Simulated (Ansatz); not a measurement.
## C5H6S, SMILES C=CCC=C=S: a ranking of conformers, step by step

Computed with Ansatz 0.2.0, Python API.

Interactive session:
```pycon
>>> import ansatz
>>> from rdkit import Chem
>>> from rdkit.Chem import AllChem
>>> rd = Chem.AddHs(Chem.MolFromSmiles("C=CCC=C=S"))
>>> ids = list(AllChem.EmbedMultipleConfs(rd, numConfs=20, randomSeed=654, pruneRmsThresh=0.4))
>>> field = [energy for _, energy in AllChem.MMFFOptimizeMoleculeConfs(rd)]
>>> distinct = {round(e, 2): i for i, e in zip(ids, field)}
>>> chosen = sorted(distinct.items())[:3]
>>> found = []
>>> for force_field, index in chosen:
...     molecule = ansatz.Crystal.molecule()
...     for atom, xyz in zip(rd.GetAtoms(), rd.GetConformer(index).GetPositions()):
...         molecule = molecule.atom(atom.GetSymbol(), xyz.round(5).tolist())
...     calculation = (
...         molecule.calculation()
...         .basis(gaussian="6-31G*")
...         .functional("hf")
...     )
...     found.append(calculation.run(threads=1).report["free_energy_ev"])
...
>>> print("conformer   MMFF (kcal/mol)   this level (eV)")
conformer   MMFF (kcal/mol)   this level (eV)
>>> for (force_field, index), e in zip(chosen, found):
...     print(f"{index:9d} {force_field - chosen[0][0]:17.2f} {(e - min(found)):17.3f}")
...
        8              0.00             0.000
        0              0.29             0.038
        6              0.50             0.039
```

The conformers keep their force-field geometries. Finished in 4.7 s on 1 thread of Arm Neoverse V2, with other jobs on the host, peak memory 0.31 GiB.
